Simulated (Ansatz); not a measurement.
Which isomer of CH2N+ gives these data?

These gas-phase data were calculated for one isomer of CH2N+ at PBE0-D4/def2-TZVP (harmonic, unscaled wavenumbers; equilibrium rotational constants with average atomic masses):

| Item | Value |
| --- | --- |
| rotational constants | 37.45 GHz |
| all wavenumbers above 1500 cm⁻¹ | 3650, 3323, 2267 |

Candidates:

(1) `[C]=[NH2+]`, a singlet
(2) `C#[NH+]`, a singlet

Problem. Which structure fits?

Solution. Candidate (2). The band at 2267 cm⁻¹ lies where the C≡N stretch is expected; (1) has no mode between 2050 and 2420 cm⁻¹.

The same quantities for all candidates:

```
     rotational constants (GHz)  wavenumbers above 1500 cm⁻¹  E above the lowest, PBE0-D4/def2-TZVP (kcal/mol)
(1)           320, 41.41, 36.67             3368, 3297, 1780                                              52.1
(2)                       37.45             3650, 3323, 2267                                               0.0
```

Harmonic stretches to hydrogen usually lie a few per cent above observed fundamentals. Programs: Ansatz 0.2.0.
